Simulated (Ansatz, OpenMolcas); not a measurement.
**Heat of formation of C3H7F (2-fluoropropane) from total energies**

C3H7F: 11 atoms, total charge 0, spin state singlet. SMILES: `CC(C)F`. Geometry: relaxed at PBE0-D4/def2-TZVP.

Total energies at PBE0/cc-pVDZ (OpenMolcas 26.06); the atoms run unrestricted:

| species | state | energy (Eh) |
| --- | --- | --- |
| C3H7F | singlet | -218.143464 |
| C | triplet | -37.799013 |
| F | doublet | -99.635669 |
| H | doublet | -0.500290 |

Harmonic wavenumbers at PBE0-D4/def2-TZVP, in cm⁻¹: 213, 256, 352, 412, 477, 838, 928, 940, 965, 1159, 1173, 1198, 1369, 1370, 1407, 1409, 1472, 1475, 1482, 1501, 3044, 3054, 3058, 3130, 3138, 3141, 3143.

Measured heats of formation of the gaseous atoms at 298.15 K, in kJ/mol: C 716.9, F 79.4, H 218.0. Spin-orbit lowering of the atoms at 298 K (mean of the ground term's levels less their thermal mean, from spectra), in kJ/mol: C 0.02, F 1.29. Take 1 Eh = 2625.50 kJ/mol, 1 cm⁻¹ = 0.0119627 kJ/mol, RT = 2.479 kJ/mol.

Question: Work out the heat of formation of the gas at 298 K.

Answer: 
1. Electronic atomisation energy: 3 × (-37.799013) + (-99.635669) + 7 × (-0.500290) − (-218.143464) = 1.608726 Eh = 4223.7 kJ/mol.
2. Zero-point energy: half the sum of the wavenumbers, 21052 cm⁻¹ = 251.8 kJ/mol.
3. Thermal vibrational enthalpy, Σ hcν̃/(exp(hcν̃/kT) − 1): 5.9 kJ/mol. Translation, rotation and pV of a non-linear molecule: 4 RT = 9.9 kJ/mol.
4. The 11 free atoms carry 5/2 RT each: 68.2 kJ/mol.
5. Spin-orbit coupling lowers the free atoms by 3 × 0.02 + 1.29 = 1.4 kJ/mol.
6. Atomisation enthalpy at 298 K: 4223.7 − 1.4 − 251.8 − 5.9 − 9.9 + 68.2 = 4022.9 kJ/mol.
7. Sum of the atoms' heats of formation: 3756.1 kJ/mol. Heat of formation: 3756.1 − 4022.9 = -266.8 kJ/mol.

The tabulated value is -293.5 kJ/mol (CRC Handbook of Chemistry and Physics; in doubt: it may be an older value or an estimate), so this level is off by +26.7 kJ/mol, or 0.7 % of the atomisation enthalpy that the table implies (4049.5 kJ/mol). Anharmonicity and any spin-orbit splitting of the molecule are left out.
